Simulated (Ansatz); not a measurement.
Input for Ansatz (development build ahead of 0.2.0):

```yaml
crystal:
  periodic: [false, false, false]
  atoms:
    - { symbol: Cl, position_ang: [0.04515, -0.03027, -0.65728] }
    - { symbol: F, position_ang: [-0.01679, -0.05374, 1.31023] }
basis:
  gaussian: { orbitals: def2-SVP }
hamiltonian:
  xc: hf
```

The input is written out in the form of the current development build from the run's settings.

Results

| Property | Result |
| --- | --- |
| Converged | yes |
| Total energy | -558.56054 hartree |
| Spin squared of the determinant | 0.000 |

Caution: stretched shape with no unrestricted run beside it, a lower state can exist.
